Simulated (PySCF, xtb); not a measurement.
# Relative energy of two structures of CH2BO+

Structure X is `B1[CH+]O1`, a singlet and structure Y is a singlet given by its coordinates. Both are isolated ions in the gas phase, relaxed with PBE0-D3(BJ)/def2-SVP.

X (Å):

```xyz
5

C     1.0196    1.4580    0.0390
B    -0.0058    1.3397    1.1077
O     0.0006    0.7228   -0.1750
H    -0.6759    1.3974    2.0845
H     1.8514    1.6339   -0.6624
```

Y (Å):

```xyz
5

C    -0.0608   -0.6161   -0.4236
B    -0.7049   -0.1064    0.9734
O     0.3813   -0.9661   -1.3825
H    -0.7119    1.0829    1.1054
H    -1.0876   -0.9875    1.6871
```

Close contacts (Å): C1–B2 1.62, C1–O3 1.11, B2–H4 1.20, B2–H5 1.20.

Quicker runs give these differences E(Y) − E(X): GFN2-xTB −33.5 kJ/mol; HF/STO-3G −35.8 kJ/mol (at GFN2-xTB geometries); r2SCAN-D4/def2-SVP −33.6 kJ/mol (at GFN2-xTB geometries).

Problem. Estimate E(Y) − E(X) at the level CCSD(T)/def2-TZVPP.

Solution. Calculated at CCSD(T)/def2-TZVPP: E(Y) − E(X) = −62.1 kJ/mol, so structure Y lies lower.

How the difference moves with the method:

| level | geometry | E(Y) − E(X) (kJ/mol) | departure from the last row (kJ/mol) | job, with rough time for the two |
| --- | --- | --- | --- | --- |
| GFN2-xTB | GFN2-xTB | −33.5 | +28.6 | optimisation, 0.28 s |
| HF/STO-3G | GFN2-xTB | −35.8 | +26.3 | single point, 2.8 s |
| r2SCAN-D4/def2-SVP | GFN2-xTB | −33.6 | +28.5 | single point, 14 s |
| PBE0-D3(BJ)/def2-SVP | PBE0-D3(BJ)/def2-SVP | −33.1 | +29.0 | optimisation, 3.2 min |
| HF/def2-TZVPP | PBE0-D3(BJ)/def2-SVP | −66.7 | −4.6 | part of the CCSD(T) run |
| MP2/def2-TZVPP | PBE0-D3(BJ)/def2-SVP | −65.4 | −3.3 | part of the CCSD(T) run |
| CCSD(T)/def2-TZVPP | PBE0-D3(BJ)/def2-SVP | −62.1 |  | single point, 2 min |

The levels shown agree on the order. The largest departure from CCSD(T)/def2-TZVPP is that of PBE0-D3(BJ)/def2-SVP, 29.0 kJ/mol.

With harmonic frequencies from PBE0-D3(BJ)/def2-SVP (ideal gas, rigid rotor, one conformer each, 298.15 K, 1 atm): the zero-point term adds −7.4 kJ/mol; ΔH is −67.6 and ΔG −69.0 kJ/mol.

The correlated steps freeze 3 core orbitals. Codes used: PySCF 2.14.0, xtb 6.7.1; the last row on 2 threads of Intel(R) Xeon(R) Processor @ 2.50GHz (Skylake/Cascade Lake) on a shared host.
